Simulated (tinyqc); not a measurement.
Inside a calculation. Method: Pariser-Parr-Pople SCF with singles CI, for the molecule Oc1c[cH+]1 (SMILES; centres numbered as the heavy atoms are written). One step of it, computed by the program tinyqc.

Problem. Iteration 1: Fock matrix. F_rr = H_rr + P_rr gamma_rr / 2 + sum_(s != r) P_ss gamma_rs; F_rs = H_rs - P_rs gamma_rs / 2; E = tr P (H + F) / 2 + core repulsion sum_(r<s) z_r z_s gamma_rs.

P at the start, order 1O, 2C, 3C, 4C:
$$\begin{pmatrix}
1.988313 & 0.091948 & -0.085976 & -0.085976 \\
0.091948 & 1.276627 & 0.676396 & 0.676396 \\
-0.085976 & 0.676396 & 0.367530 & 0.367530 \\
-0.085976 & 0.676396 & 0.367530 & 0.367530
\end{pmatrix}$$

core matrix H (eV), order 1O, 2C, 3C, 4C:
$$\begin{pmatrix}
-47.337739 & -2.240000 & 0.000000 & 0.000000 \\
-2.240000 & -34.469446 & -2.390000 & -2.390000 \\
0.000000 & -2.390000 & -29.881130 & -2.390000 \\
0.000000 & -2.390000 & -2.390000 & -29.881130
\end{pmatrix}$$

repulsion gamma_rs (eV), order 1O, 2C, 3C, 4C:
$$\begin{pmatrix}
21.500000 & 6.308436 & 4.014652 & 4.014652 \\
6.308436 & 11.130000 & 5.346287 & 5.346287 \\
4.014652 & 5.346287 & 11.130000 & 5.345539 \\
4.014652 & 5.346287 & 5.345539 & 11.130000
\end{pmatrix}$$

Centres (angstrom, eV; a flat drawing with bonds scaled to 1.40 angstrom):
```
centre          x          y  core charge z          W   gamma_rr
1O       1.656000   0.000000              2  33.000000  21.500000
2C       0.256000   0.000000              1  11.160000  11.130000
3C      -0.956000   0.700000              1  11.160000  11.130000
4C      -0.956000  -0.700000              1  11.160000  11.130000
```

Give: F; pi energy.

Solution.

F (eV), order 1O, 2C, 3C, 4C:
$$\begin{pmatrix}
-14.959 & -2.530 & 0.173 & 0.173 \\
-2.530 & -10.892 & -4.198 & -4.198 \\
0.173 & -4.198 & -11.064 & -3.372 \\
0.173 & -4.198 & -3.372 & -11.064
\end{pmatrix}$$

pi energy = -72.721 eV
